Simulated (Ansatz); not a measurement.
# Si2H6 (SMILES [SiH3][SiH3]): a rigid scan of the angle H3–Si1–Si2

The task here is to estimate one member of a computed series from the others.

Method: single points in def2-TZVPP; program: Ansatz 0.2.0, Gaussian basis.

Levels: PBE-D4, r2SCAN-D4, PBE0-D4, B3LYP-D4, wB97M-V, Hartree-Fock, MP2, CCSD, CCSD(T). The scan takes 80.3, 87.8, 95.3, 102.8, 110.3, 117.8, 125.3, 132.8, 140.3°.

Cores are frozen in the correlated methods. B3LYP uses VWN-RPA correlation.

26 further runs of the same task are left out: 26 set aside as unsound or not needed.

## Where the work starts

The minimum, relaxed at PBE0-D4: SMILES `[SiH3][SiH3]`, 8 atoms, charge 0, spin multiplicity 1.

Atoms are counted from 1 here; the program's logs count them from 0.

Bond lengths: Si1–Si2 2.339 Å, Si1–H3 1.488 Å, Si1–H4 1.488 Å, Si1–H5 1.488 Å, Si2–H6 1.488 Å, Si2–H7 1.488 Å, Si2–H8 1.488 Å. Angles: Si2–Si1–H3 110.3°, Si2–Si1–H4 110.3°, Si2–Si1–H5 110.3°, H3–Si1–H4 108.7°, H3–Si1–H5 108.7°, H4–Si1–H5 108.7°, Si1–Si2–H6 110.3°, Si1–Si2–H7 110.3°, Si1–Si2–H8 110.3°, H6–Si2–H7 108.7°, H6–Si2–H8 108.7°, H7–Si2–H8 108.7°.

Coordinates:

```
Si   -0.34049    0.49020   -1.00495
Si    0.36352   -0.50445    0.99100
H     0.83387    0.94819   -1.79495
H    -1.11293   -0.48391   -1.82191
H    -1.20801    1.66409   -0.71795
H     1.13902    0.46859    1.80634
H     1.22811   -1.68049    0.70396
H    -0.81098   -0.95922    1.78265
```

Energies of the minimum (eV), from earlier single points: PBE-D4 -15844.60727, r2SCAN-D4 -15851.53406, PBE0-D4 -15846.36757, B3LYP-D4 -15854.75612, wB97M-V -15851.23987, CCSD(T) -15828.60056.

At the minimum the angle H3–Si1–Si2 is 110.3°.

The first run:

Contents of ccsdt-tzvpp/in.yaml:

```yaml
crystal:
  periodic: [false, false, false]
  atoms:
    - {symbol: Si, position_ang: [-0.340494, 0.490198, -1.004948]}
    - {symbol: Si, position_ang: [0.363520, -0.504446, 0.990999]}
    - {symbol: H, position_ang: [1.132087, 0.634451, -1.158806]}
    - {symbol: H, position_ang: [-1.112933, -0.483915, -1.821908]}
    - {symbol: H, position_ang: [-1.208011, 1.664091, -0.717949]}
    - {symbol: H, position_ang: [1.139019, 0.468588, 1.806340]}
    - {symbol: H, position_ang: [1.228114, -1.680486, 0.703963]}
    - {symbol: H, position_ang: [-0.810979, -0.959222, 1.782649]}
basis:
  gaussian: {orbitals: def2-TZVPP}
correlation: {method: ccsd_t}
```

The command line of these runs was not kept.

Among the steps run: H3–Si1–Si2 = 80.3°; H3–Si1–Si2 = 87.8°; H3–Si1–Si2 = 95.3°; H3–Si1–Si2 = 102.8°; H3–Si1–Si2 = 110.3°; H3–Si1–Si2 = 117.8°; H3–Si1–Si2 = 125.3°; H3–Si1–Si2 = 132.8°; H3–Si1–Si2 = 140.3°.

One table of the session follows, with a row left open; its other results are not shown here.

Energies less that of the minimum at the same level (kcal/mol):

```
      angle (°)  PBE-D4  PBE0-D4  B3LYP-D4  wB97M-V  Hartree-Fock
           80.3    11.4     12.1      12.5     12.1          15.1
           87.8     6.4      6.8       7.0      6.8           8.4
           95.3     2.9      3.0       3.1      3.0           3.7
          102.8     0.7      0.7       0.8      0.7           1.0
110.3 (minimum)     0.0      0.0       0.0      0.0           0.0
          110.3     0.0      0.0       0.0      0.0           0.0
          117.8       ?        ?         ?        ?             ?
          125.3     2.8      3.0       3.0      3.0           3.4
          132.8     6.2      6.6       6.7      6.7           7.8
          140.3    11.1     11.8      11.9     11.9          13.9
```

Q: Estimate the row for angle (°) = 117.8 from the others.

Worked estimate for «PBE-D4». A straight line through the neighbours (110.3, 0.0) and (125.3, 2.8) gives 0.0 + (2.8 − 0.0) × (117.8 − 110.3) / (125.3 − 110.3) = 1.4; a parabola fitted to 4 rows on both sides gives 0.7.

The run gave: PBE-D4: 0.7; PBE0-D4: 0.7; B3LYP-D4: 0.7; wB97M-V: 0.8; Hartree-Fock: 0.8. In «PBE-D4» the line misses by +0.7 and the parabola by 0.0.
